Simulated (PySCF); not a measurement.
B(Cl)3 anion (BCl3), SMILES ClB(Cl)Cl (connectivity only; charge and spin as stated), charge -1, multiplicity 2. Atoms are numbered in the order given.

```xyz
4

B      0.0000     0.0000    -0.4893
Cl     1.5514    -0.8957     0.0480
Cl    -1.5514    -0.8957     0.0480
Cl     0.0000     1.7914     0.0480
```
Charge -1, spin multiplicity 2.

The structure is a stationary point at B3LYP-D3(BJ)/def2-SVPD. The multiplicity is an assumed one; other spin states were not compared. The isomer is the one that the SMILES or the coordinates give; other isomers of the formula were not compared.

Two levels are set side by side: PBE/pcH-1 (PySCF) and B3LYP/pcH-1 (PySCF). Contact hyperfine couplings, same geometry. Differences are taken from unrounded values.

| quantity | B3LYP | PBE | PBE minus B3LYP |
|---|---|---|---|
| A(iso) of 11B, atom B1 (MHz) | 571.4 | 542.8 | -28.6 |
| A(iso) of 35Cl, atom Cl2 (MHz) | 38.0 | 36.7 | -1.4 |
| A(iso) of 35Cl, atom Cl3 (MHz) | 38.0 | 36.7 | -1.4 |
| A(iso) of 35Cl, atom Cl4 (MHz) | 38.0 | 36.7 | -1.4 |

Rough cost on one machine, each run with all the roots and properties that it gave: B3LYP against PBE within a factor of 2.
